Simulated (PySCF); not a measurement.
## Electron affinity of F by level of theory

F⁻ [Ne] (1S) → F [He] 2s2 2p5 (2P), as a difference of total energies. All numbers are calculated (PySCF 2.14, no relativity, point nucleus, in def2-TZVPPD (6s4p3d1f, 40 functions)). Correlated levels: valence: 1s2 frozen. The calculations carry no spin-orbit coupling.

```json
{"method": "UHF", "electron affinity (eV)": "1.189"}
{"method": "MP2 (valence)", "electron affinity (eV)": "3.580"}
{"method": "SCS-MP2 (valence)", "electron affinity (eV)": "3.392"}
{"method": "CCSD (valence)", "electron affinity (eV)": "3.100"}
{"method": "CCSD(T) (valence)", "electron affinity (eV)": "3.256"}
{"method": "CCSDT (valence)", "electron affinity (eV)": "3.251"}
```

A first-order spin-orbit estimate (lowest level to lowest level, LS coupling) adds -0.017 eV.

Errors of the correlated levels include the incompleteness of this basis and the frozen core.

Task: Which method comes closest to the reference value, and which is furthest?

Result: The reference is 3.401 eV (measured; photodetachment measurements, as compiled on the Wikipedia data page of electron affinities). Closest: SCS-MP2 (valence) (error -0.026 eV); furthest: UHF (error -2.229 eV), both after the spin-orbit estimate.
